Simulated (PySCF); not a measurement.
# C4H7O2: the cost of one run

Computed with PySCF 2.14.0 and routines of our own; the level stands in each step. Atoms count from 0.

### Step 1. The starting structure

13 atoms, charge 0, multiplicity 2; geometry from: GFN2-xTB.

### Step 2. Open-shell or spin-flip excitations: unrestricted TDDFT CAM-B3LYP/def2-SVPD

The job: settings as JSON, then the geometry in Å.

```
{"job": {"kind": "uabs", "xc": "CAM-B3LYP", "basis": "def2-SVPD", "nstates": 10, "tda": false}, "charge": 0, "multiplicity": 2}
C      0.086906     1.405119     0.154689
C     -0.114458    -0.042426     0.457441
C     -1.132485    -0.781360    -0.345438
O      1.622856    -0.623107    -1.244051
C      1.522405    -0.829696    -0.086455
O      1.966236    -1.298963     0.903507
H     -0.775832     1.971422     0.516717
H      0.969303     1.796582     0.657412
H      0.182199     1.570378    -0.916247
H     -0.116088    -0.282126     1.516652
H     -0.966396    -0.639091    -1.411444
H     -2.128428    -0.400730    -0.101672
H     -1.120606    -1.845517    -0.118840
```

Method: unrestricted TDDFT CAM-B3LYP/def2-SVPD, vertical, gas phase, core orbitals frozen in the response.

On the command line:

```sh
$ OMP_NUM_THREADS=1 python excited_run.py task.json out
```

This one command runs all jobs of the session in turn.

**Question.** How long does this first job take on 1 thread of Arm Neoverse N1, shared host, and how much memory does it need?

About 1.9 min, with a peak of 0.68 GiB.
